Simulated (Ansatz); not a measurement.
Basis-set extrapolation for C$_{2}$H$_{7}$PS, SMILES `CCSP` (PBE0-D4/def2-TZVP geometry, frozen core, Ansatz 0.2.0). Multiplicity 1, RHF reference.

```json
{"": "HF", "def2-TZVPP": "-818.138553", "def2-QZVPP": "-818.163723"}
{"": "MP2 correlation", "def2-TZVPP": "-0.687884", "def2-QZVPP": "-0.738736"}
{"": "CCSD(T) correlation", "def2-TZVPP": "-0.778278", "def2-QZVPP": "not run"}
```

Energies in hartree. Use E(X) = E(∞) + A·exp(−7.88·√X) for Hartree–Fock and E(X) = E(∞) + B·X^(−2.97) for correlation, with X = 3 and 4, and add CCSD(T) minus MP2 of the smaller set to the MP2 limit.

Problem. What is the CCSD(T) energy at the basis-set limit?

Solution. HF limit: -818.163723 + (-0.025170) × 0.13774 = -818.16719. MP2 limit: -0.738736 + (-0.050852) × 0.74074 = -0.77640. Higher-order term: -0.778278 − (-0.687884) = -0.09039. Total: -819.03398 hartree, 307.6 kJ/mol below CCSD(T)/def2-TZVPP.
